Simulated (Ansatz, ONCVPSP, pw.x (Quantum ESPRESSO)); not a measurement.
What a changed setting does to a pw.x run (fcc Ce)

Potential: optimised norm-conserving Vanderbilt (ONCV), ONCVPSP 4.0.1, LDA (Perdew-Wang 92); core [Kr] 4d10, reference 4f1 5s2 5p6 5d1.5 6s1.5; waves: 5s+6s: rc 2.70 bohr, ncon 5, nbas 10, qcut 5.5 1/bohr, 2 projectors; 5p: rc 2.70 bohr, ncon 5, nbas 9, qcut 5 1/bohr, 2 projectors, debl 3.3 Ha; 5d: rc 3.55 bohr, ncon 5, nbas 10, qcut 3.8 1/bohr, 1 projector; 4f: rc 1.80 bohr, ncon 4, nbas 9, qcut 11.3 1/bohr, 2 projectors, debl 3.3 Ha; local part: polynomial inside 1.50 bohr (lpopt 5, dvloc0 -1 Ha); core correction: Teter function fitted to the true core (icmod 2), fcfact 0.98.

The reference run (k-mesh 12³, cutoffs 120/480 Ry, Fermi–Dirac 0.01 Ry, mixing_beta 0.4, conv_thr 1e-9, no spin) gives -0.22 GPa at 23.346 Å³/atom, where all-electron LAPW gives 0.05 GPa. This run, with its own iteration cap, changes mixing_ndim to 2.

```
&control
  calculation='scf', prefix='x', pseudo_dir='./', outdir='./tmp', tstress=.true., disk_io='none'
/
&system
  ibrav=0, nat=1, ntyp=1, ecutwfc=120, ecutrho=480, nbnd=14,
  occupations='smearing', smearing='fd', degauss=0.01
/
&electrons
  conv_thr=1e-09, mixing_beta=0.4, electron_maxstep=50, mixing_ndim=2
/
ATOMIC_SPECIES
Ce 1.0 Ce.UPF
CELL_PARAMETERS angstrom
  0.00000000 2.26844104 2.26844104
  2.26844104 0.00000000 2.26844104
  2.26844104 2.26844104 0.00000000
ATOMIC_POSITIONS crystal
Ce 0.0000 0.0000 0.0000
K_POINTS automatic
12 12 12 0 0 0
```

```bash
pw.x < Ce.scf.in > Ce.scf.out
```

Problem. How does the run end?

Solution. It converges in 9 iterations; the free energy moves by +0.0 meV/atom and the pressure by -0.01 GPa. The result is that of the reference run.

```
Message from routine setup:
     using ibrav=0 with symmetry is DISCOURAGED, use correct ibrav instead
     lattice parameter (alat)  =       6.0624  a.u.
     unit-cell volume          =     157.5466 (a.u.)^3
     number of electrons       =        12.00
     number of Kohn-Sham states=           14
     kinetic-energy cutoff     =     120.0000  Ry
     charge density cutoff     =     480.0000  Ry
     scf convergence threshold =      1.0E-09
     Exchange-correlation= SLA  PW   NOGX NOGC
     number of k points=    72  Fermi-Dirac smearing, width (Ry)=  0.0100
     iteration #  1     ecut=   120.00 Ry     beta= 0.40
     total energy              =    -109.27832005 Ry
     estimated scf accuracy    <       0.18784369 Ry
     iteration #  2     ecut=   120.00 Ry     beta= 0.40
     total energy              =    -109.31224782 Ry
     estimated scf accuracy    <       0.14128349 Ry
     iteration #  3     ecut=   120.00 Ry     beta= 0.40
     total energy              =    -109.33732627 Ry
     estimated scf accuracy    <       0.00689293 Ry
     [... 3 iterations left out ...]
     iteration #  7     ecut=   120.00 Ry     beta= 0.40
     total energy              =    -109.34023863 Ry
     estimated scf accuracy    <       0.00000038 Ry
     iteration #  8     ecut=   120.00 Ry     beta= 0.40
     total energy              =    -109.34023864 Ry
     estimated scf accuracy    <          4.8E-09 Ry
     iteration #  9     ecut=   120.00 Ry     beta= 0.40
     the Fermi energy is    18.0217 ev
!    total energy              =    -109.34023865 Ry
     estimated scf accuracy    <          2.8E-10 Ry
     smearing contrib. (-TS)   =      -0.01147451 Ry
     The total energy is F=E-TS. E is the sum of the following terms:
     one-electron contribution =       4.34786634 Ry
     hartree contribution      =       7.38029455 Ry
     xc contribution           =     -44.04953418 Ry
     ewald contribution        =     -77.00739085 Ry
     convergence has been achieved in   9 iterations
          total   stress  (Ry/bohr**3)                   (kbar)     P=       -2.27
     Message from routine punch:
     Nothing written, as per user request (disk_io='none')
```

The run took about 33 s on one core of a shared server CPU.
